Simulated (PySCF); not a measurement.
All values below come from B3LYP-D3(BJ)/def2-TZVP // BP86-D3(BJ)/def2-SVP in PySCF. Gas-phase values, no solvent. B3LYP has the VWN-RPA correlation part, as in Gaussian. 

Reference species (SMILES): `N` (neutral, multiplicity 1).

```json
{
 "HOMO–LUMO gap": "8.05 eV",
 "HOMO": "-7.52 eV",
 "dipole_moment": "1.83 D"
}
```

After one change: the HOMO–LUMO gap rises by 0.73 eV; the HOMO falls by 1.04 eV; the dipole moment increases by 1.98 D.

Name the change that produced these shifts. The new species is one of these.
A) `CN(C)C`
B) `[C-]#[N+]C`
C) `c1ccncc1`
D) `S`

B, `[C-]#[N+]C`
